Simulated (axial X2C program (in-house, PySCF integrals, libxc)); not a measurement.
## Nuclear properties of S₂

Calculated with an in-house all-electron X2C program for linear molecules (integrals from PySCF): two-component X2C with atomic mean-field Coulomb and Gaunt terms, Gaussian nuclei, basis S dyall-av3z with contracted cores.

R = 1.900 Å (near the PBE0 minimum at charge 0 of the determinant lowest at the starting distance; the state shown can have its own minimum elsewhere).

Input and command:
```json
{"zs": [16, 16], "q": 0, "bas": ["dyall-av3z", "dyall-av3z"], "r0": 1.88, "levels": ["PBE0", "HF", "r2SCAN", "B3LYP", "LDA"], "nst": 3}
```
```bash
python soeom.py task.json out
```

Keys: zs atomic numbers; q charge; bas basis sets; r0 starting distance in Å; levels methods; nst determinants followed.

Determinant lowest in the PBE0 search, Ω = 1 (⟨Sz⟩ = 1.00, ⟨Lz⟩ = 0.00 at PBE0), spin on the atoms S 0.50, S 0.50:

| level | A∥/gI S (MHz) | qzz S (a.u.) |
| --- | --- | --- |
| PBE0 | -121 | 1.03 |
| HF | -49 | 0.94 |
| r2SCAN | -81.9 | 1.05 |
| B3LYP | -115 | 1.07 |
| LDA | -135 | 1.08 |

Determinant 0.65 eV from it at PBE0 and this distance, Ω = 0 (closed shell), highest spinor 77% S p, 18% S d, 6% S f:

```csv
level,qzz S (a.u.)
PBE0,1.03
HF,0.90
r2SCAN,1.05
B3LYP,1.06
LDA,1.07
```

A∥ (defined per Ω) follows by multiplying with gI = μI/(I μN); qzz is the electric field gradient, eQq0 = 234.96 MHz × Q/barn × qzz. The operators were transformed with the bare-nucleus X2C matrices; with these basis sets, hyperfine constants and field gradients can be off by tens of per cent, and where levels differ in sign neither size nor sign is settled.

With Q(33S) = -0.0694 barn (Q from Pyykkö, Mol. Phys. 2018), turn the PBE0 values of the first state into constants in MHz.

eQq0(33S) = 234.96 × (-0.0694) × (1.03) = -16.8 MHz.

Each state is one determinant with collinear spin, which with several unpaired electrons need not be a pure state. Unrestricted Hartree–Fock can overshoot spin polarisation at the nuclei. A closed determinant beside an open π² or δ² triplet, such as (π1/2)², mixes with its partner pair into the 0⁺ component of the triplet and ¹Σ⁺, so its energy is not that of a level, and 0⁺ can lie lowest. With several open shells hyperfine constants can be off by a factor of several. Open-shell Ω = 0 determinants with evenly filled partner blocks cannot be reached by this program, so the Ω shown need not be the lowest component. The search compared states at one distance, so a state with another bond length can lie lower. Further determinants of the search, some of them spin-mixed, are not shown. Where a field gradient or hyperfine factor spreads by more than a factor of two over the levels, a constant derived from it is not to be relied on. PBE0 term energies can be off by some tenths of an eV.
